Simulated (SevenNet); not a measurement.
Pyrite RuS2

Level of theory: the machine-learned potential SevenNet-0 (trained on PBE and PBE+U data).

Cell (relaxed at this level):

Space group Pa-3 (No. 205); a = b = c = 5.6566 Å, α = β = γ = 90.00°

```json
[
 {"atom": "Ru", "site": "4a", "symmetry": ".-3.", "x": "0.0000", "y": "0.0000", "z": "0.0000"},
 {"atom": "S", "site": "8c", "symmetry": ".3.", "x": "0.3869", "y": "0.3869", "z": "0.3869"}
]
```

| Quantity | Result |
|---|---|
| lattice constant a | 5.657 Å |
| equilibrium volume per atom | 15.08 Å³/atom |

Measured, for comparison: lattice constant a 5.61 Å, equilibrium volume per atom 14.71 Å³/atom (temperature not stated, not corrected to a static lattice; as tabulated in Wikipedia's data pages). Computed (rounded) less measured: lattice constant a +0.8 %, equilibrium volume per atom +2.5 %.

A machine-learned potential is trained on density-functional data: it inherits that level's misses and adds fitting errors of its own.
